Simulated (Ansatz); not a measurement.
in.yaml

```yaml
crystal:
  periodic: [false, false, false]
  atoms:
    - {symbol: N, position_ang: [0.102841, -0.140835, 1.528350]}
    - {symbol: Si, position_ang: [-0.062083, 0.079816, -0.018320]}
    - {symbol: N, position_ang: [0.014608, -0.052150, -1.656830]}
    - {symbol: H, position_ang: [0.097786, 0.457767, 2.295876]}
basis:
  gaussian: {orbitals: cc-pVDZ}
magnetization: {spin_polarized: false, initial_magnetization: 1}
correlation: {method: ccsdt_q, electrons: outside_noble_gas}
```

```sh
$ ansatz run in.yaml --threads 1 --pin off --events-out ev --progress --plain --max-ram 2393MiB
```

Log:

```
943 factors; integrals over basis functions are off by at most 1.9e-7 eV
mean field evaluation 1: about -10833.9821 eV, gradient 3.5e1 eV
mean field evaluation 2: about -10833.9862 eV, gradient 3.5e1 eV
mean field evaluation 4: about -10837.2119 eV, gradient 3.1e0 eV
mean field evaluation 8: about -10837.2643 eV, gradient 2.7e-1 eV
mean field evaluation 16: about -10835.7966 eV, gradient 2.4e1 eV
mean field evaluation 32: about -10837.2659 eV, gradient 9.0e-3 eV
mean field evaluation 64: about -10835.2033 eV, gradient 6.6e0 eV
mean field evaluation 96: about -10834.5338 eV, gradient 7.7e0 eV
mean field evaluation 128: about -10837.1355 eV, gradient 1.4e-1 eV
mean field evaluation 160: about -10833.4926 eV, gradient 5.6e0 eV
...
mean field -10837.26600792 eV, -398.2621800284 hartree, gradient 4.9e-6 eV, S^2 0.750000; 9 other end points of the search recorded, 0 dependent functions left out
...
determinant -10837.26600792 eV, -398.2621800284 hartree, with singles and doubles -10848.56949041 eV, -398.6775753480 hartree
determinant -10837.13615517 eV, -398.2574080276 hartree, with singles and doubles -10848.37333586 eV, -398.6703668013 hartree
determinant -10837.26600792 eV, -398.2621800284 hartree, with singles and doubles -10848.58839820 eV, -398.6782701965 hartree
determinant -10837.13615517 eV, -398.2574080276 hartree, with singles and doubles -10848.38615797 eV, -398.6708380050 hartree
7 core orbitals not correlated: weight in the atoms' cores, before any rotation towards them, 1.000 or more for the frozen orbitals, at most 0.000 for the correlated occupied ones
reference -10837.26600792 eV, -398.2621800284 hartree; 8, 7 occupied and 36, 37 virtual orbitals, 943 factors
second order -10.69920007 eV of doubles, -0.06046181 eV of singles
...
cycle  29  -11.92308787 eV  change    1.6e-5 eV  update   1.3e-5
cycle  30  -11.92309027 eV  change   -2.4e-6 eV  update   8.2e-6
cycle  31  -11.92309712 eV  change   -6.9e-6 eV  update   5.6e-6
cycle  32  -11.92309666 eV  change    4.6e-7 eV  update   4.0e-6
cycle  33  -11.92309624 eV  change    4.2e-7 eV  update   3.2e-6
cycle  34  -11.92309385 eV  change    2.4e-6 eV  update   2.6e-6
cycle  35  -11.92309313 eV  change    7.2e-7 eV  update   2.0e-6
cycle  36  -11.92309334 eV  change   -2.2e-7 eV  update   1.5e-6
cycle  37  -11.92309478 eV  change   -1.4e-6 eV  update   1.0e-6
cycle  38  -11.92309488 eV  change   -9.9e-8 eV  update   6.9e-7
perturbative correction -0.07266260 eV, -0.0026703013 hartree
Total energy: -10849.26176540 eV, -398.7030159847 hartree
```

The T1 diagnostic is 0.050.

Ran on 1 thread of Arm Neoverse V2, shared host: 5.5 min wall, 1.1 GiB peak host memory.
